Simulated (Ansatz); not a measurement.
Relaxed structures of CH4AlN, closed shell (PBE0-D4/def2-TZVP; forces vanish, vibrations not checked; lower isomers may exist, and structures with a doubtful reference or unclear bonds are left out; Å). Ansatz 0.2.0; basis: def2-TZVPP; cores frozen in the correlated methods.

(1) Rank them by CCSD(T) energy, lowest first, and give each one's height above the lowest. Links in brackets join atoms within 1.22 times the sum of their covalent radii (1.1 for two metals). (To be estimated.)
A.
CH₄AlN ([CH2][NH][AlH])
```
7
angstrom
C -1.2289 -0.1955 -0.6223
N -0.2332 -0.2204 0.1759
Al 1.5545 0.7553 0.2660
H -2.1474 -0.7445 -0.4311
H -1.1607 0.3971 -1.5306
H -0.3932 -0.7931 1.0039
H 2.1953 -0.7737 0.2213
```
B.
CH₄AlN ([NH2][C][AlH2])
```
7
angstrom
C -0.2394 -0.0352 -0.1277
N -1.3507 -0.1999 -0.7197
Al 1.3686 0.2025 0.7294
H -2.0828 -0.8248 -0.3776
H -1.6025 0.2793 -1.5861
H 1.4352 1.3574 1.8107
H 2.5479 -0.7680 0.3116
```
C.
CH₄AlN ([CH2][Al][NH2])
```
7
angstrom
C -1.6612 -0.1083 -0.7590
N 1.4789 0.1960 0.7674
Al 0.0332 -0.1843 -0.1564
H -2.3543 -0.8973 -0.4742
H -1.8453 0.2840 -1.7572
H 1.5394 0.9235 1.4619
H 2.3616 -0.2796 0.6791
```
D.
CH₄AlN ([CH2][N][AlH2])
```
7
angstrom
C -1.3093 -0.1936 -0.6978
N -0.2218 -0.0321 -0.1195
Al 1.3075 0.1935 0.6969
H -2.0881 -0.8713 -0.3150
H -1.5665 0.3304 -1.6314
H 1.3867 1.3422 1.7782
H 2.4915 -0.7691 0.2886
```

No T1 diagnostic of these runs exceeds 0.021. The restricted Hartree–Fock reference is unstable towards an unrestricted one at one or more of these structures.

Results:

(1) Computed: D (0.00 kcal/mol), C (15.69 kcal/mol), A (29.93 kcal/mol), B (47.54 kcal/mol). Heights count from the lowest.

For scale, one of the runs: CCSD(T)/def2-TZVPP, 160 basis functions, launched by `ansatz run in.yaml --threads 2 --pin off --events-out ev --progress --plain --max-ram 4352MiB`. Hardware: 2 CPU threads of an Arm Neoverse V2, shared host. Wall time 18 s; peak host memory 1.1 GiB.
